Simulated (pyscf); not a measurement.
PySCF, gas phase, ωB97X-D3(BJ)/def2-SVP geometries. MP2 and CC: frozen core, UHF for open shells. ΔMP2 is the change of the MP2 total energy from the triple- to the quadruple-zeta basis.

Task: For HO–SnH(Cl)–Cl (SMILES [OH][SnH]([Cl])[Cl]) → Cl–Sn:–Cl (SMILES [Cl][Sn][Cl]) [singlet] + H₂O (SMILES O), a 1,1-elimination (singlet surface; O–Sn, H–Sn broken, H–O formed), PBE/def2-TZVP gives ΔE‡ = 1.50 eV and ΔE = -0.35 eV (zero: the reactant's lowest minimum found). In which direction and how far do B3LYP-D3(BJ)/def2-TZVP, PBE0-D3(BJ)/def2-TZVP, CCSD(T)/def2-TZVPP + ΔMP2(QZVPP) move these?

Result: B3LYP-D3(BJ): ΔE‡ = 1.79 eV, ΔE = -0.36 eV; PBE0-D3(BJ): ΔE‡ = 1.85 eV, ΔE = -0.18 eV; CCSD(T): ΔE‡ = 1.99 eV, ΔE = -0.15 eV. PBE's barrier lies under all of them, by 0.29 to 0.49 eV. Its reaction energy lies among theirs. Low barriers are usual for a GGA, whose delocalisation error favours stretched bonds. On the product side the descent ends in an adduct with a O–Sn contact (not fully relaxed), 0.68 eV under the separated species and 2.83 eV under the saddle at ωB97X-D3(BJ)/def2-TZVP. What is counted as broken (O–Sn) persists as a longer contact in the product adduct; parting that adduct is a step of its own. At ωB97X-D3(BJ) the barrier from the zero used here is 2.13 eV. This is the saddle that the search found; another between the same sides may lie lower. The CCSD(T) − MP2 part came from Ansatz, without density fitting, on the same reference. The frozen core leaves the outer d or s,p core shells of the metals and heavy elements correlated in the MP2 and CC values, and def2-TZVPP describes them poorly, which can shift differences by a few kcal/mol. Elements past Kr carry the def2 core potentials, without spin-orbit coupling.
